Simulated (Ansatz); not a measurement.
# OSi2: the cost of one run

Computed with Ansatz 0.2.0, Gaussian basis. Level: def2-TZVPP, core rule «outside noble gas», up to 11 orbitals frozen.

Plan: UHF; ROHF; CCSD(T) on UHF.

2 further runs of the same task are left out: 2 set aside as unsound or not needed.

**1. The system**

The geometry is a PBE0/def2-TZVP stationary point (not a proven minimum).

3 atoms, charge 0, spin multiplicity 3.

Atoms are counted from 1 here; the program's logs count them from 0.

Bond lengths: Si1–O2 1.638 Å, O2–Si3 1.638 Å. Angles: Si1–O2–Si3 180.0°.

**2. UHF**

Contents of in.yaml:

```yaml
crystal:
  periodic: [false, false, false]
  atoms:
    - {symbol: Si, position_ang: [0.000000, 0.000000, 1.638100]}
    - {symbol: O, position_ang: [0.000000, 0.000000, 0.000000]}
    - {symbol: Si, position_ang: [0.000000, 0.000000, -1.638100]}
basis:
  gaussian: {orbitals: def2-TZVPP}
magnetization: {spin_polarized: true, initial_magnetization: 2}
hamiltonian: {xc: hf}
output: {orbitals: {seedname: orbitals}}
```

Command:

```bash
> ansatz run in.yaml --threads 1 --pin off --events-out ev --progress --plain --max-ram 4096MiB --backend cpu
```

Q: Estimate wall time and peak memory on 1 thread of AMD EPYC 7R13, shared host.

About 14 s, with a peak of 0.28 GiB.
